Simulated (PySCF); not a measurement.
Nonlinear optical response: SMILES C#CCCl, C3H3Cl

Geometry:
| atom | x (Å) | y (Å) | z (Å) |
| --- | --- | --- | --- |
| C1 | 1.672 | -0.442 | 0.193 |
| C2 | 0.507 | -0.188 | 0.065 |
| C3 | -0.900 | 0.093 | -0.088 |
| Cl4 | -1.214 | 1.834 | -0.363 |
| H5 | 2.707 | -0.659 | 0.308 |
| H6 | -1.314 | -0.440 | -0.943 |
| H7 | -1.454 | -0.189 | 0.807 |

Level of theory: PySCF, quadratic response CAM-B3LYP/aug-cc-pVTZ first hyperpolarisability, Taylor convention, gas phase. Geometry: PBE0-D3(BJ)/def2-TZVP.

(1) Give β for the processes computed.

(2) Which lowest excitations, dipole and polarisabilities go with it?

Results:

(1) In 10⁻³⁰ esu, Taylor convention; the vector part is βᵢ = ⅓ Σⱼ (βᵢⱼⱼ + βⱼᵢⱼ + βⱼⱼᵢ); β∥ is 3/5 of the vector part along the dipole, the dipole points from − to +:
```
                   process  λ (nm)  β vector norm    β∥  β HRS  depolarisation ratio
           static β(0;0,0)       ∞           0.11  0.06   0.12                  1.75
second harmonic β(−2ω;ω,ω)    1907           0.12  0.07   0.13                  1.76
         Pockels β(−ω;ω,0)    1907           0.12  0.06      –                     –
second harmonic β(−2ω;ω,ω)    1064           0.15  0.09   0.15                  1.77
         Pockels β(−ω;ω,0)    1064           0.12  0.07      –                     –
```

(2) S1 5.99 eV (f = 0.000); S2 6.48 eV (f = 0.034); S3 6.81 eV (f = 0.000); dipole 1.72 D; isotropic α 50.4 au static, 50.5 au at 1907 nm, 50.8 au at 1064 nm, 50.9 au at 953.5 nm, 52.3 au at 532 nm.
